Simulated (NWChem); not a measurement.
## Basis-set convergence for ozone (O3)

```xyz
3

O     -1.0889     0.0000    -0.2168
O      0.0000     0.0000     0.4335
O      1.0889     0.0000    -0.2168
```
Charge 0, spin multiplicity 1.

Program: NWChem. All single points use one geometry, from PBE/def2-SVP, a minimum by its harmonic frequencies.

Quantity: LUMO energy at the level B3LYP.

B3LYP has NWChem's definition, with VWN1-RPA local correlation. The Pople sets run with spherical d functions. The species is likely to have several important configurations.

```json
[
 {"basis": "STO-3G", "functions": "15", "LUMO energy (eV)": "-0.94"},
 {"basis": "def2-SVP", "functions": "42", "LUMO energy (eV)": "-5.20"},
 {"basis": "6-31G*", "functions": "42", "LUMO energy (eV)": "-5.03"},
 {"basis": "6-31+G*", "functions": "54", "LUMO energy (eV)": "-5.59"},
 {"basis": "aug-cc-pVDZ", "functions": "69", "LUMO energy (eV)": "-5.54"},
 {"basis": "def2-TZVP", "functions": "93", "LUMO energy (eV)": "-5.44"},
 {"basis": "def2-TZVPP", "functions": "93", "LUMO energy (eV)": "-5.44"},
 {"basis": "def2-TZVPD", "functions": "120", "LUMO energy (eV)": "-5.52"},
 {"basis": "aug-cc-pVTZ", "functions": "138", "LUMO energy (eV)": "-5.52"},
 {"basis": "def2-QZVP", "functions": "171", "LUMO energy (eV)": "-5.47"}
]
```

Smallest basis within 0.1 eV of def2-QZVP, the largest set run: aug-cc-pVDZ, with 69 functions against 171 (also within reach: def2-TZVP, def2-TZVPP, def2-TZVPD, aug-cc-pVTZ). def2-QZVP isn't the basis-set limit itself, and a small set can land close by cancellation.
